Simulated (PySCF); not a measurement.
Geometry:
```csv
atom,x (Å),y (Å),z (Å)
N1,1.666,-0.312,-0.508
C2,0.394,-0.566,0.117
C3,-0.801,-0.606,-0.806
C4,-1.447,0.367,-0.172
C5,-0.364,0.603,0.843
H6,1.601,0.488,-1.130
H7,2.377,-0.118,0.189
H8,0.497,-1.456,0.745
H9,-1.010,-1.223,-1.660
H10,-2.407,0.833,-0.296
H11,-0.636,0.417,1.882
H12,0.132,1.571,0.770
```

Isolated molecule, relativity neglected, single conformer, fast rotation and ring inversion assumed for equivalent nuclei. GFN2-xTB structure; PBE0/pcSseg-1 with gauge-including orbitals; PySCF 2.14.

Chemical shifts δ = σref − σ; TMS for ¹³C (σref 186.93), ¹H (σref 31.72); ¹⁵N (σref 267.73) against NH3, all at this level.

```json
{"atoms": "H12", "nucleus": "¹H", "count": "1", "Hirshfeld charge": "0.03", "δ (ppm)": "?"}
{"atoms": "C2", "nucleus": "¹³C", "count": "1", "Hirshfeld charge": "0.02", "δ (ppm)": "59.0"}
{"atoms": "H11", "nucleus": "¹H", "count": "1", "Hirshfeld charge": "0.03", "δ (ppm)": "2.89"}
{"atoms": "H6/H7", "nucleus": "¹H", "count": "2", "Hirshfeld charge": "0.11", "δ (ppm)": "0.84"}
{"atoms": "C4", "nucleus": "¹³C", "count": "1", "Hirshfeld charge": "-0.05", "δ (ppm)": "145.5"}
{"atoms": "C5", "nucleus": "¹³C", "count": "1", "Hirshfeld charge": "-0.09", "δ (ppm)": "47.4"}
{"atoms": "H10", "nucleus": "¹H", "count": "1", "Hirshfeld charge": "0.05", "δ (ppm)": "?"}
{"atoms": "C3", "nucleus": "¹³C", "count": "1", "Hirshfeld charge": "-0.05", "δ (ppm)": "149.8"}
{"atoms": "H8", "nucleus": "¹H", "count": "1", "Hirshfeld charge": "0.04", "δ (ppm)": "4.00"}
{"atoms": "N1", "nucleus": "¹⁵N", "count": "1", "Hirshfeld charge": "-0.24", "δ (ppm)": "53.5"}
{"atoms": "H9", "nucleus": "¹H", "count": "1", "Hirshfeld charge": "0.05", "δ (ppm)": "?"}
```

**Question.** Estimate the values marked ?.

**Answer.** 
- H10: 6.38 ppm, hydrogen on an alkene CH; olefinic region
- H9: 6.37 ppm, hydrogen on an alkene CH; attached to an sp2 carbon and in the plane of the double bond
- H12: 1.83 ppm, hydrogen on an allylic sp3 CH2; allylic position

OH and NH positions are those of a molecule without intermolecular hydrogen bonds; in solution they move with solvent, concentration and temperature, and exchange usually removes their couplings. Shifts are as computed. Against solution values, carbons near 30 ppm lie about +3 ppm off and those near 130 ppm about +5 ppm. Of 1211 compounds with measured shifts, 218 miss one by over three times the rms of a fit or turn the order of signals round; such compounds aren't used in these exercises. Experimental scales use liquid or dissolved standards, which lie at an offset from isolated NH3 (liquid NH3: subtract about 20 ppm).
